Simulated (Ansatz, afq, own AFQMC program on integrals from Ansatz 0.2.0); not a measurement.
Ge₂H₃, doublet in aug-cc-pVDZ, levels against CCSDT(Q)

```csv
atom,x (Å),y (Å),z (Å)
Ge,0.0000,0.0132,1.1812
Ge,0.0000,-0.0343,-1.2234
H,0.0000,1.2193,2.1518
H,0.0000,-1.2552,2.0686
H,0.0000,1.5605,-1.1845
```

Connectivity, by distances: GeH2–GeH.

Basis aug-cc-pVDZ. Only valence electrons are correlated. Integrals, coupled cluster, full CI and functionals: Ansatz 0.2.0; the random walks run on the same integrals in our own AFQMC program. The CISD trial takes its coefficients from CCSD amplitudes. Released means that phaseless walkers are propagated on without the constraint, phases kept. Error bars are statistical, one sigma. No spin–orbit coupling.

Determinant: UHF, the one that the program's search chose, which needn't be the lowest solution. The geometry is a PBE0/def2-TZVP stationary point of this or a neighbouring charge and spin state.

No full CI on the walks' own integrals is used here; CCSDT(Q) serves as the reference and is uncertain by about the last step of the cluster series.

Cautions: no relativity below Rb; no spin-orbit coupling; inner d shell frozen.

- T1 diagnostic: 0.0185
- weight of the determinant in the CISD state: 0.857
- ⟨S²⟩ of the determinant: 0.764
- size of the correlated space: 11 electrons in 71 orbitals

```
  level  correlation energy (eV)
    MP2                  -4.6089
   CCSD                  -5.7092
CCSD(T)                  -5.9048
```

Task: Estimate where phaseless AFQMC with a CISD trial lies against CCSD(T) on the same integrals.

Result: 3.5 ± 0.5 kJ/mol below CCSD(T).

Reference: CCSDT(Q), correlation energy -5.956 eV. The released energy is read at 2.40 1/Eh (meV from the phaseless value at times in 1/Eh: -3 ± 5 at 0.24, -6 ± 5 at 0.51, -12 ± 4 at 0.99, -10 ± 3 at 1.62, -5 ± 5 at 2.40).

```json
{"level": "CCSD(T)", "E − E(reference) (kJ/mol)": "4.9", "share of correlation (%)": "99.15"}
{"level": "CCSDT", "E − E(reference) (kJ/mol)": "1.0", "share of correlation (%)": "99.82"}
{"level": "ph-AFQMC/HF", "E − E(reference) (kJ/mol)": "1.2 ± 2.6", "share of correlation (%)": "99.79"}
{"level": "ph-AFQMC/CISD", "E − E(reference) (kJ/mol)": "1.4 ± 0.5", "share of correlation (%)": "99.76"}
{"level": "released AFQMC", "E − E(reference) (kJ/mol)": "0.9 ± 0.5", "share of correlation (%)": "99.84"}
```

A walk keeps the symmetry of its determinant, which the program's search chose and which needn't be the lowest solution, so a lower state of the same spin and another symmetry isn't excluded. Released energies are given only where the last usable release times agree within the noise; a slower fall can still hide under it.
